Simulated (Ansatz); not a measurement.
Method: PBE0-D3(BJ)/def2-TZVP (Ansatz, a first-principles code). No frequencies were computed at this level.

Ansatz 0.2 input:
```yaml
crystal:
  periodic: [false, false, false]
  atoms:
    - { symbol: O, position_ang: [0.481937, -0.000003, -0.000002] }
    - { symbol: H, position_ang: [-0.481937, 0.000003, 0.000002] }
basis:
  gaussian: { orbitals: def2-tzvp }
hamiltonian:
  xc: pbe0
  dispersion: d3bj
relax:
  max_steps: 150
magnetization:
  spin_polarized: true
  initial_magnetization: 1
```

Output:

```
Functional definition: PBE0
195 factors; their error is unknown
mean field evaluation 1: about -2058.4021 eV, gradient 1.8e1 eV
mean field evaluation 2: about -2058.0578 eV, gradient 2.1e1 eV
mean field evaluation 4: about -2059.5036 eV, gradient 5.7e-2 eV
mean field evaluation 8: about -2059.5066 eV, gradient 3.1e-3 eV
mean field -2059.50656913 eV, -75.6854704318 hartree, gradient 3.7e-5 eV, S^2 0.752568; 0 other end points of the search recorded, 0 dependent functions left out
reference -2059.50658086 eV, -75.6854708630 hartree; 5, 4 occupied and 32, 33 virtual orbitals, 195 factors
relax step   1: F+E_penalty+E_count = -2059.50977741 eV  Δ(F+E_penalty+E_count) = +0.000e0 eV  max|allowed force component| = 4.672e-1 eV/Å  Δτ_max = 0.0000 Å  (24 SCF iters, accepted)
these checks for a lower state are left out or cut short: starts, cluster_reference, orbital_swaps, neighbouring_geometries, increment
195 factors; their error is unknown
mean field evaluation 16: about -2059.5085 eV, gradient 1.5e-1 eV
mean field -2059.50857410 eV, -75.6855441132 hartree, gradient 6.1e-6 eV, S^2 0.752592; 0 other end points of the search recorded, 0 dependent functions left out
reference -2059.50858590 eV, -75.6855445470 hartree; 5, 4 occupied and 32, 33 virtual orbitals, 195 factors
relax step   2: F+E_penalty+E_count = -2059.51178268 eV  Δ(F+E_penalty+E_count) = -2.005e-3 eV  max|allowed force component| = 1.138e-1 eV/Å  Δτ_max = 0.0035 Å  (30 SCF iters, accepted)
these checks for a lower state are left out or cut short: starts, cluster_reference, orbital_swaps, neighbouring_geometries, increment
195 factors; their error is unknown
mean field -2059.50870473 eV, -75.6855489138 hartree, gradient 6.1e-6 eV, S^2 0.752600; 0 other end points of the search recorded, 0 dependent functions left out
reference -2059.50871656 eV, -75.6855493484 hartree; 5, 4 occupied and 32, 33 virtual orbitals, 195 factors
relax step   3: F+E_penalty+E_count = -2059.51191342 eV  Δ(F+E_penalty+E_count) = -1.307e-4 eV  max|allowed force component| = 2.405e-3 eV/Å  Δτ_max = 0.0011 Å  (31 SCF iters, accepted)
195 factors; their error is unknown
mean field evaluation 32: about -2059.5087 eV, gradient 1.5e-1 eV
mean field -2059.50870473 eV, -75.6855489138 hartree, gradient 6.1e-6 eV, S^2 0.752600; 1 other end points of the search recorded, 0 dependent functions left out
reference -2059.50871656 eV, -75.6855493484 hartree; 5, 4 occupied and 32, 33 virtual orbitals, 195 factors
Total energy: -2059.51192525 eV, -75.6856672655 hartree
Atom 0 at     0.486533    -0.000003    -0.000002 Å, force     0.002405    -0.000000    -0.000000 eV/Å
Atom 1 at    -0.486533     0.000003     0.000002 Å, force    -0.002405     0.000000     0.000000 eV/Å
Dipole moment:    -0.368204     0.000002     0.000002 e Å
```

Cost: very roughly 0.7 core-seconds.
